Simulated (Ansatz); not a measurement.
System: NH, charge 0, multiplicity 3. SMILES: [NH]
Geometry: optimised at B3LYP-D3(BJ)/def2-TZVP (Ansatz, a first-principles code).

Parts of the frozen-core correlation energy in cc-pVDZ (Ansatz, hartree). Frozen orbitals: 1; correlated occupied orbitals by spin: 4 and 2; virtual: 14 and 16. Open shells are spin-unrestricted. No spin-orbit coupling. Non-relativistic.

```json
[
 {"term": "reference (HF)", "value": "-54.96647"},
 {"term": "MP2 opposite-spin", "value": "-0.07892"},
 {"term": "MP2 same-spin", "value": "-0.02493"},
 {"term": "CCSD correlation", "value": "-0.12347"},
 {"term": "(T)", "value": "-0.00153"},
 {"term": "CCSDT minus CCSD(T)", "value": "-0.00029"},
 {"term": "CCSDT(Q) minus CCSD(T)", "value": "-0.00040"},
 {"term": "T1 diagnostic", "value": "0.008"},
 {"term": "largest doubles amplitude", "value": "0.050"},
 {"term": "<S^2> of the reference", "value": "2.014"}
]
```
